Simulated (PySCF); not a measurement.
**C3H8 (propane) at 5 levels**

Wanted: a comparison of 5 runs (HF/STO-3G, HF/def2-SVP, PBE/def2-SVP, PBE0/def2-SVP, MP2/def2-SVPD) of C3H8 (propane). 

The calculation is run with PySCF 2.14.0.

**1. Starting point**

The species is C3H8 (11 atoms), meant as a singlet with charge 0. SMILES: `CCC`. Geometry: relaxed at PBE0-D4/def2-TZVP.

Bond lengths: C1–C2 1.519 Å, C2–C3 1.519 Å, C1–H4 1.094 Å, C1–H5 1.094 Å, C1–H6 1.093 Å, C2–H7 1.095 Å, C2–H8 1.095 Å, C3–H9 1.093 Å, C3–H10 1.094 Å, C3–H11 1.094 Å. Some angles: C1–C2–C3 112.7°, C1–C2–H7 109.5°, C1–C2–H8 109.5°, C3–C2–H7 109.5°, C3–C2–H8 109.5°, C2–C1–H4 111.1°, C2–C1–H5 111.1°, C2–C1–H6 111.7°, C2–C3–H9 111.7°, C2–C3–H10 111.0°.

**2. Energy and forces at HF/STO-3G (run 1)**

Input file input.py:

```python
# CCC
import pyscf.grad
from pyscf import gto

mol = gto.M(
    atom='''
C   -0.832500   0.724300  -0.658500
C   -0.124000   0.185100   0.572600
C    0.924300  -0.861400   0.234500
H   -1.340400  -0.077400  -1.202300
H   -0.122300   1.189000  -1.348600
H   -1.581700   1.475200  -0.396800
H    0.347000   1.012100   1.114700
H   -0.861000  -0.244700   1.259400
H    1.423000  -1.237800   1.130800
H    1.692700  -0.448800  -0.425700
H    0.475000  -1.715700  -0.280200
''',
    charge=0,
    max_memory=1860,
    verbose=3,
    basis='sto-3g',
)

mf = mol.RHF()
mf.conv_tol = 1e-10
mf.kernel()
if not mf.converged:
    mf = mf.newton().run(mf.mo_coeff, mf.mo_occ)

e_tot = mf.e_tot
print('Final energy', e_tot)
grad = mf.Gradients().kernel()
mf.analyze()
```

The run is started by

```
$ OMP_NUM_THREADS=1 python input.py
```

The log of the run:

```text
converged SCF energy = -116.885287830764
Final energy -116.88528783076353
--------------- RHF gradients ---------------
         x                y                z
0 C     0.0110031987    -0.0080225824     0.0229919671
1 C     0.0056877039    -0.0085183031    -0.0264253878
2 C    -0.0178197288     0.0181170083     0.0083417172
3 H    -0.0030520331    -0.0042387331    -0.0040200879
4 H     0.0036519421     0.0027115580    -0.0048561584
5 H    -0.0043523125     0.0041432190    -0.0004545982
6 H     0.0015210110     0.0038891030     0.0039406434
7 H    -0.0033272532    -0.0011592322     0.0045064544
8 H     0.0036897118    -0.0031281155     0.0036582274
9 H     0.0048581416     0.0016068905    -0.0042348890
10 H    -0.0018603815    -0.0054008127    -0.0034478882
----------------------------------------------
**** MO energy ****
MO #1   energy= -11.0424950564788  occ= 2
MO #2   energy= -11.0327079566699  occ= 2
MO #3   energy= -11.032632283092   occ= 2
MO #4   energy= -1.01752708883402  occ= 2
MO #5   energy= -0.890001007658941 occ= 2
MO #6   energy= -0.767529870459482 occ= 2
MO #7   energy= -0.597046034608359 occ= 2
MO #8   energy= -0.56949099026735  occ= 2
MO #9   energy= -0.52169287435744  occ= 2
MO #10  energy= -0.501582022941766 occ= 2
MO #11  energy= -0.441585176485716 occ= 2
MO #12  energy= -0.440923137612712 occ= 2
MO #13  energy= -0.433574939374502 occ= 2
MO #14  energy= 0.616641091634645  occ= 0
MO #15  energy= 0.622255760076745  occ= 0
MO #16  energy= 0.669740837461294  occ= 0
MO #17  energy= 0.714114124276232  occ= 0
MO #18  energy= 0.715129483787672  occ= 0
MO #19  energy= 0.767254001846981  occ= 0
MO #20  energy= 0.768678441587339  occ= 0
MO #21  energy= 0.786059294146235  occ= 0
MO #22  energy= 0.791713991496158  occ= 0
MO #23  energy= 0.812398088656493  occ= 0
 ** Mulliken atomic charges  **
charge of    0C =     -0.09829
charge of    1C =     -0.03589
charge of    2C =     -0.09826
charge of    3H =      0.02969
charge of    4H =      0.02968
charge of    5H =      0.03112
charge of    6H =      0.02575
charge of    7H =      0.02575
charge of    8H =      0.03111
charge of    9H =      0.02967
charge of   10H =      0.02967
Dipole moment(X, Y, Z, Debye): -0.00478,  0.00711,  0.02183
```

It took 3.3 s on 1 thread of Intel Xeon at 2.50GHz (Skylake/Cascade Lake), shared host; peak memory 0.12 GiB.

**3. Energy and gradient at HF/def2-SVP (run 2)**

Input file start.xyz:

```xyz
11

C     -0.832500     0.724300    -0.658500
C     -0.124000     0.185100     0.572600
C      0.924300    -0.861400     0.234500
H     -1.340400    -0.077400    -1.202300
H     -0.122300     1.189000    -1.348600
H     -1.581700     1.475200    -0.396800
H      0.347000     1.012100     1.114700
H     -0.861000    -0.244700     1.259400
H      1.423000    -1.237800     1.130800
H      1.692700    -0.448800    -0.425700
H      0.475000    -1.715700    -0.280200
```

Input file calc.py:

```python
from pyscf import gto

mol = gto.M(
    atom='start.xyz',
    max_memory=1860,
    spin=0,
    basis='def2-svp',
    verbose=4,
)

mf = mol.RHF()
mf.conv_tol = 1e-10
mf.kernel()
if not mf.converged:
    mf = mf.newton().run(mf.mo_coeff, mf.mo_occ)

etot = mf.e_tot
print(f'total energy: {etot:.8f} hartree')
grad = mf.nuc_grad_method().kernel()
mf.analyze()
```

The run is started by

```
$ OMP_NUM_THREADS=1 python calc.py
```

The log of the run:

```text
PySCF version 2.14.0

[... 64 lines left out ...]
total energy: -118.18209777 hartree
[... 24 lines left out ...]
MO #5   energy= -0.916627757925513 occ= 2
[... 10 lines left out ...]
MO #16  energy= 0.229707500583111  occ= 0
[... 10 lines left out ...]
MO #27  energy= 0.622461454735145  occ= 0
[... 10 lines left out ...]
MO #38  energy= 0.943626751673778  occ= 0
[... 10 lines left out ...]
MO #49  energy= 1.81916310941651   occ= 0
[... 10 lines left out ...]
MO #60  energy= 2.1546213010788    occ= 0
[... 10 lines left out ...]
MO #71  energy= 2.80440891462413   occ= 0
[... 10 lines left out ...]
MO #82  energy= 3.44968844120521   occ= 0
[... 96 lines left out ...]
Dipole moment(X, Y, Z, Debye): -0.01095,  0.01625,  0.05011
```

It took 12 s on 1 thread of Intel Xeon at 2.50GHz (Skylake/Cascade Lake), shared host; peak memory 0.16 GiB.

**4. Energy and forces at PBE/def2-SVP (run 3)**

Input file input.py:

```python
# CCC
import pyscf.grad
from pyscf import gto, dft

system = gto.M(
    atom=[
    ('C', (-0.832500, 0.724300, -0.658500)),
    ('C', (-0.124000, 0.185100, 0.572600)),
    ('C', (0.924300, -0.861400, 0.234500)),
    ('H', (-1.340400, -0.077400, -1.202300)),
    ('H', (-0.122300, 1.189000, -1.348600)),
    ('H', (-1.581700, 1.475200, -0.396800)),
    ('H', (0.347000, 1.012100, 1.114700)),
    ('H', (-0.861000, -0.244700, 1.259400)),
    ('H', (1.423000, -1.237800, 1.130800)),
    ('H', (1.692700, -0.448800, -0.425700)),
    ('H', (0.475000, -1.715700, -0.280200)),
],
    basis='def2-svp',
    charge=0,
    verbose=4,
    spin=0,
    max_memory=1860,
)

mf = dft.RKS(system, xc='pbe')
mf.grids.level = 5
mf.conv_tol = 1e-10
mf.kernel()
if not mf.converged:
    mf = mf.newton().run(mf.mo_coeff, mf.mo_occ)

etot = mf.e_tot
print(f'total energy: {etot:.8f} hartree')
grad = mf.Gradients().kernel()
dip = mf.dip_moment()
pop, q = mf.mulliken_pop()
```

The run is started by

```
$ OMP_NUM_THREADS=1 python input.py
```

The log of the run:

```text
PySCF version 2.14.0

[... 80 lines left out ...]
converged SCF energy = -118.868799582411
total energy: -118.86879958 hartree
[... 12 lines left out ...]
Dipole moment(X, Y, Z, Debye): -0.01209,  0.01797,  0.05540
[... 94 lines left out ...]
charge of   10H =      0.01929
```

Wall time 51 s (1 thread of Intel Xeon at 2.50GHz (Skylake/Cascade Lake), shared host); peak memory 0.82 GiB.

Run 4 isn't shown in full; the table further down has it.

**5. Energy and forces at MP2/def2-SVPD (run 5)**

Input file input.xyz:

```xyz
11
C3H8
C     -0.832500     0.724300    -0.658500
C     -0.124000     0.185100     0.572600
C      0.924300    -0.861400     0.234500
H     -1.340400    -0.077400    -1.202300
H     -0.122300     1.189000    -1.348600
H     -1.581700     1.475200    -0.396800
H      0.347000     1.012100     1.114700
H     -0.861000    -0.244700     1.259400
H      1.423000    -1.237800     1.130800
H      1.692700    -0.448800    -0.425700
H      0.475000    -1.715700    -0.280200
```

Input file job.py:

```python
import pyscf.grad
from pyscf import gto, scf, mp

mol = gto.M(
    atom='input.xyz',
    basis='def2-svpd',
    max_memory=1860,
    verbose=4,
)

mf = scf.RHF(mol)
mf.conv_tol = 1e-10
mf.kernel()
if not mf.converged:
    mf = mf.newton().run(mf.mo_coeff, mf.mo_occ)

pt = mp.MP2(mf, frozen=3).run()
e_final = pt.e_tot
print('E(%s) = %.9f' % ('MP2', e_final))
grad = pt.Gradients().kernel()
mf.analyze()
```

The run is started by

```
$ OMP_NUM_THREADS=1 python job.py
```

The log of the run:

```text
PySCF version 2.14.0

[... 83 lines left out ...]
Nuclear Repulsion Energy =              82.789000586417046
[... 17 lines left out ...]
MO #12  energy= -0.477502778873617 occ= 2
[... 15 lines left out ...]
MO #28  energy= 0.309506826828993  occ= 0
[... 15 lines left out ...]
MO #44  energy= 0.517070104536694  occ= 0
[... 15 lines left out ...]
MO #60  energy= 0.686473536211944  occ= 0
[... 15 lines left out ...]
MO #76  energy= 1.27060749008466   occ= 0
[... 15 lines left out ...]
MO #92  energy= 1.99133061353558   occ= 0
[... 15 lines left out ...]
MO #108 energy= 2.66754312177326   occ= 0
[... 15 lines left out ...]
MO #124 energy= 3.5656257600768    occ= 0
[... 138 lines left out ...]
Dipole moment(X, Y, Z, Debye): -0.01618,  0.02407,  0.07430
```

It took 83 s on 1 thread of Intel Xeon at 2.50GHz (Skylake/Cascade Lake), shared host; peak memory 1.4 GiB.

**6. Overview of the runs**

| run | level | integration grid | frozen core orbitals | energy (Eh) | dipole moment (D) of the reference | HOMO energy (eV) | LUMO energy (eV) | wall time |
| --- | --- | --- | --- | --- | --- | --- | --- | --- |
| 1 | HF/STO-3G | – | – | -116.885288 | 0.02 | -11.80 | 16.78 | 3.3 s |
| 2 | HF/def2-SVP | – | – | -118.182098 | 0.05 | -12.71 | 4.77 | 12 s |
| 3 | PBE/def2-SVP | 5 | – | -118.868800 | 0.06 | -7.62 | 1.10 | 51 s |
| 4 | PBE0/def2-SVP | 5 | – | -118.901314 | 0.05 | -9.08 | 1.95 | 59 s |
| 5 | MP2/def2-SVPD | – | 3 | -118.649330 | 0.08 | -12.71 | 2.84 | 83 s |

**7. Summary of results**

| quantity | value |
| --- | --- |
| run 5: total energy | -118.64933 Eh |
| run 5: dipole moment (Hartree–Fock density) | 0.08 D |
| run 5: HOMO energy (Hartree–Fock orbitals) | -12.71 eV |
| run 5: LUMO energy (Hartree–Fock orbitals) | 2.84 eV |
| run 5: HOMO–LUMO gap (Hartree–Fock orbitals) | 15.55 eV |
| run 5: correlation energy (3 core orbitals frozen) | -463.8 mEh |
| run 5: largest force on an atom | 0.231 eV/Å |

**Reading.** Over runs 1, 2, 3, 4 the dipole moment (its size) runs from 0.02 D (HF/STO-3G) to 0.06 D (PBE/def2-SVP). The two ends differ in method and basis. Over runs 1, 2, 3, 4 the HOMO–LUMO gap runs from 8.72 eV (PBE/def2-SVP) to 28.58 eV (HF/STO-3G). Totals of different functionals can't be ranked against each other. In run 1 the basis is minimal, so the values are rough. All runs together took 3.5 min, the longest 83 s.
